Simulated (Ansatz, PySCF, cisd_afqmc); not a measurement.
System: SiH3, charge 0, doublet. SiH3 (SMILES [SiH3], doublet).
B3LYP-D3(BJ)/def2-TZVP minimum from Ansatz (a program for electronic structure):
```xyz
4

Si    -0.0021     0.0010     0.0803
H      0.0008     1.4066    -0.3921
H      1.2360    -0.7020    -0.3341
H     -1.2075    -0.7183    -0.3975
```
Charge 0, spin multiplicity 2.

Atomisation energy term by term, kcal/mol (programs: Ansatz, cisd_afqmc). UHF or UKS for unpaired electrons; spin-orbit terms are left out. Cores are frozen in correlated methods. Rows without X2C or -DK are non-relativistic. AFQMC is phaseless with a CISD trial state; ± is one standard error, without the phaseless bias. Outlying blocks are dropped, and bars are widened where a walk drifts. Over all cases where full CI ran beside it in this data, AFQMC minus full CI had a median of +0.1 mEh and passed +0.4 mEh in a tenth of the cases. CBS(X,Y): correlation extrapolated as X^-3, Hartree-Fock from the larger set (Q,5: extrapolated as (X+1)exp(-9√X)). A bracket is a step between two methods taken in the basis named. '+ core + X2C': CCSD(T) terms for core correlation (cc-pwCVTZ, 1s frozen past Ne) and scalar relativity (cc-pVTZ-DK). Full CI freezes restricted core orbitals, also for open shells; the composite that ends in it estimates full CI at the basis-set limit. For partners of very few electrons the exact lower level stands in for a higher one.

| term | basis | kcal/mol |
|---|---|---|
| Hartree-Fock | CBS(cc-pV(Q+d)Z,cc-pV(5+d)Z) | 180.77 |
| CCSD correlation | CBS(cc-pV(Q+d)Z,cc-pV(5+d)Z) | 46.69 |
| (T) | CBS(cc-pV(Q+d)Z,cc-pV(5+d)Z) | 0.74 |
| CCSDT(Q) - CCSD(T) | cc-pV(Q+d)Z | 0.06 |
| FCI - CCSDT(Q) | cc-pV(D+d)Z | 0.00 |
| core correlation | cc-pwCVTZ | -0.39 |
| scalar relativity | X2C, cc-pVTZ-DK | -0.58 |
| minus zero-point energy | Hessian by PySCF at B3LYP-D3(BJ)/def2-TZVP | -13.30 |
| sum: D0 |  | 214.0 |

The step beyond CCSD(T) by other levels: FCI in cc-pV(D+d)Z 0.12; CCSDTQ in cc-pV(D+d)Z 0.12; AFQMC/CISD in cc-pV(D+d)Z 0.29 ± 0.08; CCSDT(Q) in cc-pV(D+d)Z 0.13; AFQMC/CISD in cc-pV(T+d)Z 0.12 ± 0.11; CCSDT(Q) in cc-pV(T+d)Z 0.03 kcal/mol.
